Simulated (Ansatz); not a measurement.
Task: the energy of protonation at one site of H2MgO2, SMILES [OH][Mg][OH], with Ansatz 0.2.0, Python API. Give the script and its output. Settings (for the species named): r2SCAN, def2-SVP basis, multiplicity 1.

```yaml
atoms:
  - { symbol: O, position_ang: [-1.6641, -0.1492, -1.0468] }
  - { symbol: Mg, position_ang: [0.0026, -0.1566, -0.0348] }
  - { symbol: O, position_ang: [1.6924, -0.2016, 0.9769] }
  - { symbol: H, position_ang: [-2.3302, 0.0872, -0.3772] }
  - { symbol: H, position_ang: [2.3492, 0.3465, 0.4405] }
```

`run_pa.py`:
```python
import warnings

import ansatz as az
import numpy as np

GEOMETRY = """
O    -1.66410   -0.14920   -1.04680
Mg    0.00260   -0.15660   -0.03480
O     1.69240   -0.20160    0.97690
H    -2.33020    0.08720   -0.37720
H     2.34920    0.34650    0.44050
"""

warnings.simplefilter("ignore", az.DeckWarning)

mol = az.Crystal.molecule()
for line in GEOMETRY.strip().splitlines():
    symbol, *xyz = line.split()
    mol = mol.atom(symbol, [float(v) for v in xyz])

calc = mol.calculation().basis(gaussian="def2-SVP").functional("r2scan")
symbols = [site.symbol for site in mol.cartesian_sites]
start = np.array([site.position_ang for site in mol.cartesian_sites], dtype=float)
rep = calc.relax(force_tolerance=0.01).run(threads=1, pin="off").report
end = np.array(rep["positions_ang"])

away = sum((end[2] - end[j]) / np.linalg.norm(end[2] - end[j]) for j in [1, 4]) + np.array([0.15, 0.1, -0.2])
proton = end[2] + 1.0 * away / np.linalg.norm(away)
acid = az.Crystal.molecule()
for symbol, place in zip(symbols, end):
    acid = acid.atom(symbol, place.tolist())
acid = acid.atom("H", proton.tolist())
protonated = (
    acid.calculation()
    .basis(gaussian="def2-SVP")
    .functional("r2scan")
    .charge(1)
    .relax(force_tolerance=0.01, max_steps=80)
)
after = protonated.run(threads=1, pin="off").report
xyz = np.array(after["positions_ang"])
reach = np.linalg.norm(xyz[:-1] - xyz[-1], axis=1)
print(f"base {rep['free_energy_ev']:.5f} eV, protonated {after['free_energy_ev']:.5f} eV")
print(f"the proton ends {reach.min():.3f} A from {symbols[reach.argmin()]}{reach.argmin()}")
print(f"electronic proton affinity {23.060548 * (rep['free_energy_ev'] - after['free_energy_ev']):.1f} kcal/mol")
```

```console
$ python run_pa.py
base -9565.37483 eV, protonated -9574.56637 eV
the proton ends 0.975 A from O2
electronic proton affinity 212.0 kcal/mol
```

Notes:
- Total energies depend on the basis set; only differences at equal settings carry meaning.
- The proton is put on one chosen atom, which needn't be the most basic site, so the molecule's proton affinity can be higher; the ends are stationary points, not checked by frequencies, and zero-point and thermal terms count only where printed.
- Run time: 22 s on 1 thread of Intel(R) Xeon(R) 6975P-C (Granite Rapids), with other jobs on the host, peak memory 0.2 GiB.

(Lines on the test bed's own set-up are left out of the output.)
